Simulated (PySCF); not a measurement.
```xyz
3
charge 0 multiplicity 2, angstrom
Al    0.0000    0.0000    0.0000
F     0.0000    0.0000    1.6768
F     0.0000    0.0000   -1.6768
```

All numbers come from PySCF, UPBE, basis Al def2-TZVP, F def2-TZVP (no relativity, density fitting).

This geometry of AlF₂ is a stationary point at this level.

(1) What is the point group?

(2) Is it a minimum?

(3) List the harmonic modes with their infrared intensities.

(4) What are the dipole moment and the gap between the highest occupied and lowest empty levels of either spin?

Results:

(1) D∞h.

(2) No: it has 2 imaginary modes (one degenerate set), at 263i cm⁻¹ (πu).

(3) 
```
symmetry  ω (cm⁻¹)  IR (km/mol, summed over degenerate members)
      πu      263i                                            –
     σg+       580                                          0.0
     σu+       888                                          186
```

(4) 0.00 D and 1.21 eV.

Other isomers or separated fragments may lie lower. At this level a doublet minimum of C2v symmetry lies 51 kJ/mol below this structure.
